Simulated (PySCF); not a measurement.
Structure problem from calculated spectra and properties.

Elements present: C, H and O. Monoisotopic mass: 70.0055 u.

| Property | Result |
| --- | --- |
| NMR, other nuclei | isotropic shieldings of nuclei other than C and H, by class: -121 (1 O), 116 (1 O) ppm [GIAO PBE0/pcSseg-1] |
| Rotational structure | rotational constants A, B, C: 12.271, 4.124, 3.086 GHz [PBE0-D3(BJ)/def2-SVP] |
| 13C NMR | chemical shifts (computed TMS as zero) by class: 155.1 (1 C), 83.5 (1 C), 76.4 (1 C) ppm [GIAO PBE0/pcSseg-1] |
| Valence photoelectron | vertical ionisation energy: 11.08 eV [ΔSCF CAM-B3LYP/def2-SVPD] |
| UV, strongest line | among the 10 lowest singlet transitions: S9 at 8.74 eV (142 nm, f = 0.440) [TDDFT CAM-B3LYP/def2-SVPD] |
| Dipole | 1.77 D [CAM-B3LYP/def2-SVPD] |
| UV, first state | lowest singlet excitation: 4.97 eV (250 nm, f = 0.000) [TDDFT CAM-B3LYP/def2-SVPD] |
| Couplings | largest of the computed one-bond spin–spin couplings (means over like bonds): 13C–1H +280.8, 13C–13C +217.7, 13C–13C +134.0, 17O–1H -74.4, 17O–13C +26.5, 17O–13C +25.2 Hz [B3LYP/pcJ-1] |
| Triplet | lowest triplet excitation (Tamm–Dancoff): 4.54 eV [TDA CAM-B3LYP/def2-SVPD] |
| 1H NMR | chemical shifts (computed TMS as zero) by class: 5.93 (1 H), 2.74 (1 H) ppm [GIAO PBE0/pcSseg-1] |

Electronic properties: PySCF, gas phase, density fitting. Levels stand in brackets. Isolated species at its PBE0-D3(BJ)/def2-SVP geometry (one conformer only). Each NMR value is the plain mean over a class of atoms that symmetry, rotation or inversion makes alike.

Question: Which formula fits the mass and the elements?

Answer: C3H2O2 (calculated 70.0055). No other formula that holds each of these elements comes within 0.0003 u with a fitting electron parity and a possible valence count.

Question: Give a SMILES that accounts for the data.

Answer: Numbering: `[CH:1]#[C:2][C:3](=[O:4])[OH:5]`. Its formula, C3H2O2, gives 3 degrees of unsaturation: 0 rings and 3 π bonds in the structure found. 3 carbons fall into 3 classes; from least to most shielded: carboxylic acid carbon [C3] (155.1 ppm), terminal alkyne carbon [C1] (83.5 ppm), alkyne carbon [C2] (76.4 ppm). Hydrogen classes from least to most shielded: 1 H on an acid hydroxyl oxygen, O5 (5.93 ppm), 1 H on a terminal alkyne carbon, C1 (2.74 ppm). The other shieldings belong to: -121 ppm, acid carbonyl oxygen [O4]; 116 ppm, acid hydroxyl oxygen [O5]. The couplings run between: +280.8 Hz, terminal alkyne carbon [C1] and its hydrogen; +217.7 Hz, terminal alkyne carbon [C1] and alkyne carbon [C2]; +134.0 Hz, alkyne carbon [C2] and carboxylic acid carbon [C3]; -74.4 Hz, acid hydroxyl oxygen [O5] and its hydrogen; +26.5 Hz, acid hydroxyl oxygen [O5] and carboxylic acid carbon [C3]; +25.2 Hz, acid carbonyl oxygen [O4] and carboxylic acid carbon [C3]. S1 is mainly HOMO→LUMO (weight 0.97); the largest Löwdin shares of the orbital it empties are 0.38 on the acid carbonyl oxygen, 0.26 on the terminal alkyne carbon, 0.25 on the alkyne carbon and 0.06 on the acid hydroxyl oxygen, of the orbital it fills 0.24 on the carboxylic acid carbon, 0.23 on the terminal alkyne carbon, 0.20 on the acid carbonyl oxygen and 0.18 on the alkyne carbon. The optimised geometry has point group Cs and is an asymmetric top. Structure: `C#CC(=O)O` (propiolic acid). The assignments are read from this structure; whether some other isomer fits the data as well wasn't checked.

Conformer computed: `[CH:1]#[C:2][C:3](=[O:4])[OH:5]`: H–O5–C3–C2 180°.
